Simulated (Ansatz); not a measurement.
Species: methyl chloride, CH3Cl, charge 0, multiplicity 1. 
Geometry from a B3LYP-D3(BJ)/def2-TZVP (Ansatz, a program for electronic structure) optimisation:
```
C
H 1 1.0858
H 1 1.0858 2 110.57
H 1 1.0858 2 110.57 3 -122.80
Cl 1 1.7944 2 108.35 3 118.60
```

Basis-set convergence of Hartree-Fock and MP2 correlation energies (hartree) with Ansatz. Correlated levels leave the core frozen unless marked. Spin-orbit coupling is left out. No relativistic terms.

| basis | functions | E(HF) | E(corr, MP2) |
|---|---|---|---|
| aug-cc-pV(D+d)Z | 82 | -499.12404 | -0.30633 |
| aug-cc-pV(T+d)Z | 170 | ? | ? |

Q: Fill in the missing entries.

A: 
- aug-cc-pV(T+d)Z, E(HF): -499.14971
- aug-cc-pV(T+d)Z, E(corr, MP2): -0.38095
